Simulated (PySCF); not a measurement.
# Neon: a sound run and one with changed settings

Sound run: Ne [Ne], Ne⁺ [He] 2s2 2p5. All numbers are calculated (PySCF 2.14, the non-relativistic Hamiltonian (point nucleus), in pcseg-2 (4s3p2d1f, 30 functions)). The sound run starts from symmetry-adapted Hartree-Fock orbitals and uses a fine grid where one is needed.

Changed run: 6 angular points. This setting is unsound on purpose.

```tsv
species	method	sound run (hartree)	changed run (hartree)	converged
Ne	UHF	-128.53512	-128.53512	yes
Ne	LDA	-128.22232	-129.48969	yes
Ne	B3LYP	-128.97149	-129.74814	yes
Ne⁺	UHF	-127.81101	-127.81101	yes
Ne⁺	LDA	-127.40639	-128.43919	yes
Ne⁺	B3LYP	-128.17253	-128.80150	yes
```

Ionisation energy of Ne:

```json
{"method": "UHF", "sound run (eV)": "19.704", "changed run (eV)": "19.704"}
{"method": "B3LYP", "sound run (eV)": "21.741", "changed run (eV)": "25.759"}
```

A coarse angular grid integrates products of high-l functions wrongly, so density functionals can shift, and the SCF can exploit the error; Hartree-Fock and MP2 need no grid.

For comparison, NIST gives 21.565 eV between the lowest levels.
